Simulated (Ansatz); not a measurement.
A calculation on antiferromagnetic bcc Cr returned lattice constant a 2.905 Å, magnetic moment 1.42 μB.

For reference: lattice constant a 2.877 Å (measured, corrected for temperature and zero-point phonon effects; as tabulated in Levämäki et al. (2014), arXiv:1402.3671).

Problem. Which level of theory produced these numbers?
(A) PBE-D4 (Ansatz, a program for electronic structure)
(B) r²SCAN-D4 (Ansatz)
(C) RPBE (Ansatz)
(D) PBE (Ansatz)

Solution. C, RPBE (Ansatz)

The others give: r²SCAN-D4 2.947 Å, 2.45 μB; PBE 2.866 Å, 1.02 μB; PBE-D4 2.838 Å, 0.82 μB.

Unless a cell is named, each level is at its own relaxed cell (PBE 11.77, PBE-D4 11.43, r²SCAN-D4 12.79, RPBE 12.26 Å³/atom).

Spin-polarised runs: r²SCAN-D4 (opposed moments), PBE (opposed moments), PBE-D4 (opposed moments), RPBE (opposed moments).

Caveats: the commensurate order stands in for chromium's spin-density wave, and the size of the moments varies much between levels (r²SCAN-D4, PBE, PBE-D4, RPBE). Ansatz's density-functional and Hartree–Fock values are scalar-relativistic unless marked +SOC, with PAW data made under PBE.
